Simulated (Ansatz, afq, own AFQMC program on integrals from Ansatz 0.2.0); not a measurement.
AFQMC on a folder of integrals that Ansatz 0.2.0 wrote.

```yaml
crystal:
  periodic: [false, false, false]
  atoms:
    - {symbol: Al, position_ang: [0.000000, -0.084877, 0.620504]}
    - {symbol: N, position_ang: [0.000000, 0.035620, -1.143535]}
    - {symbol: H, position_ang: [0.000000, 1.349999, 1.353786]}
    - {symbol: H, position_ang: [0.000000, 0.427096, -2.073077]}
basis:
  gaussian: {orbitals: cc-pVDZ}
magnetization: {spin_polarized: true, initial_magnetization: 2}
correlation: {method: ccsd_t, electrons: outside_noble_gas, hamiltonian_folder: ham}
```

```sh
$ ansatz run in.yaml --threads 1 --pin off --events-out ev --progress --plain --max-ram 1382MiB
```

afq runs on the folder ham with

```
--method phaseless --trial cisd --walkers 60 --populations 1 --least-time 40 --time-step 0.005 --steps-per-block 50 --equilibration-blocks 28 --max-blocks 300 --target-error 0.00038 --factor-cut 1e-05 --start spin_pure --seed 8069 --release-times 0.24,0.51,0.99,1.62,2.4 --release-step 0.03 --release-every 4 --taylor-order 6
```

Times are imaginary, in 1/Eh. The walk had a cap of 1086 s.

afq prints:

```
orbitals 36  electrons 6 4  factors 267 of 404
reference energy -297.46363981 Eh
CCSD correlation -0.20791126 Eh in 12 cycles, weight of the determinant in the CISD state 0.9024
energy of the start -297.671202 Eh
 block  time / (1/Eh)  mean weight  energy / Eh
     1     0.250  1.0014  -297.669110
     2     0.500  1.0008  -297.670294
     3     0.750  0.9988  -297.671294
     4     1.000  0.9997  -297.673595
     5     1.250  0.9986  -297.675452
     7     1.750  0.9981  -297.674135
     9     2.250  0.9989  -297.677541
    11     2.750  0.9970  -297.674462
    21     5.250  1.0004  -297.683652
    26     6.500  0.9992  -297.672331
    31     7.750  0.9983  -297.677462
    41    10.250  1.0012  -297.679380
    51    12.750  0.9999  -297.673475
    61    15.250  0.9972  -297.675392
    71    17.750  0.9974  -297.685063
    81    20.250  1.0013  -297.676094
    91    22.750  0.9990  -297.677355
   101    25.250  1.0012  -297.677432
   111    27.750  1.0001  -297.678761
   121    30.250  1.0007  -297.676273
   131    32.750  1.0001  -297.679782
   141    35.250  1.0004  -297.686142
   151    37.750  0.9979  -297.678666
   161    40.250  1.0009  -297.676052
   171    42.750  0.9982  -297.673521
   181    45.250  0.9987  -297.676021
   191    47.750  1.0002  -297.674910
   201    50.250  1.0005  -297.676964
   211    52.750  0.9991  -297.678016
   216    54.000  0.9999  -297.677073
blocks merged  error / Eh  count
     1  0.000239  190
     2  0.000307  95
     4  0.000348  47
     8  0.000335  23
    16  0.000360  11
released: time / (1/Eh)  energy / Eh  error  mean overlap
  0.24  -297.677843  0.000346  0.9864
  0.51  -297.678340  0.000510  0.9850
  0.99  -297.677747  0.000422  0.9879
  1.62  -297.677993  0.000471  0.9610
  2.40  -297.677601  0.000665  0.9685
energy -297.677327 +/- 0.000348 Eh
(rows thinned)
```

The run passed its tests (sampling time, drift between the halves within three errors, error under three times the target), which doesn't prove that it has relaxed.

Against this walk (error 9.5 meV) on the same determinant: CCSD(T) 21.7 meV higher, CCSDT(Q) 21.0 meV lower. The error is statistical and leaves out the bias of the constraint. Released to 2.40 1/Eh the energy moves by -7 ± 20 meV (both errors), within twice the noise.

Cautions: constraint bias not in the error; lower spins were not checked.

The walk took 120 s on 1 thread of AMD EPYC 9R45 96-Core Processor (Zen 5), with other jobs on the host. The log's last line is the phaseless energy.

CCSDT and higher add their correlation energy to the determinant of the CCSD(T) run, since their own runs factorise the integrals more tightly (a shift of under 2 meV). A walk keeps the symmetry of its determinant, which the program's search chose and which needn't be the lowest solution, so a lower state of the same spin and another symmetry isn't excluded.
